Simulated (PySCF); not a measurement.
B3LYP has the VWN-RPA correlation part, as in Gaussian. 

```xyz
10

C     -1.3990     0.0335    -0.1835
C     -0.1406    -0.0897     0.5899
C      1.1146     0.0389    -0.2824
H     -1.8227     1.0057    -0.4049
H     -1.8356    -0.8266    -0.6765
H     -0.1112    -1.0565     1.1039
H     -0.1044     0.6796     1.3689
H      2.0204    -0.0564     0.3223
H      1.1362    -0.7363    -1.0517
H      1.1423     1.0079    -0.7859
```

Charge 0, multiplicity 2.

### Question
Give the Mulliken and meta-Löwdin atomic charges from PySCF with B3LYP-D3(BJ)/def2-TZVP // PBE0-D4/def2-TZVP.

### Answer

| atom | Mulliken (e) | meta-Löwdin (e) |
|---|---|---|
| C1 | -0.28 | -0.26 |
| C2 | -0.13 | -0.18 |
| C3 | -0.30 | -0.32 |
| H4 | 0.11 | 0.11 |
| H5 | 0.11 | 0.11 |
| H6 | 0.09 | 0.11 |
| H7 | 0.09 | 0.11 |
| H8 | 0.10 | 0.11 |
| H9 | 0.10 | 0.11 |
| H10 | 0.10 | 0.11 |
